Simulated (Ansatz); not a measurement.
**C4H8O2 (1,3-dioxane): methods side by side**

C4H8O2 has 14 atoms, charge 0, and is taken as a singlet. As SMILES, `C1COCOC1`. The coordinates come from a PBE0-D4/def2-TZVP relaxation. This is one conformer, not always the lowest.

Quantity: the atomisation enthalpy at 298 K, in kJ/mol. The values are calculated. The thermal term (zero-point and 298 K enthalpy, harmonic and unscaled) is that of HF/3-21G; the spin-orbit lowering of the free atoms at 298 K, 0.9 kJ/mol by their spectra, is taken off.

**The experiment to reproduce.** CRC Handbook of Chemistry and Physics gives the atomisation enthalpy at 298 K of the gas as 5451 kJ/mol.

```json
{"level": "HF/6-31G* (spherical functions)", "kind": "Hartree–Fock", "program": "Ansatz", "value (kJ/mol)": "3812", "computed − measured": "-1639", "CPU time (all runs)": "4.8 s"}
{"level": "B3LYP/6-31G* (spherical functions)", "kind": "global hybrid", "program": "Ansatz", "value (kJ/mol)": "5397", "computed − measured": "-54", "CPU time (all runs)": "14 s"}
{"level": "MP2/6-31G* (spherical functions)", "kind": "perturbation theory", "program": "Ansatz", "value (kJ/mol)": "5035", "computed − measured": "-416", "CPU time (all runs)": "5.7 s"}
{"level": "CCSD/6-31G* (spherical functions)", "kind": "coupled cluster or CI", "program": "Ansatz", "value (kJ/mol)": "4885", "computed − measured": "-566", "CPU time (all runs)": "40 s"}
```

Nearest: B3LYP/6-31G* (spherical functions) (-54 kJ/mol); farthest: HF/6-31G* (spherical functions) (-1639 kJ/mol). Computed less measured by kind, in kJ/mol (of the ab initio rows, those in 6-31G*): Hartree–Fock -1639; global hybrid -54; perturbation theory -416; coupled cluster or CI -566. In a finite basis correlated wave-function methods underbind, so their errors here aren't those of the basis-set limit. In so small a basis fixed costs decide the times, and correlated methods can beat functionals. CPU times are rough (shared hosts, several kinds of processor and program).
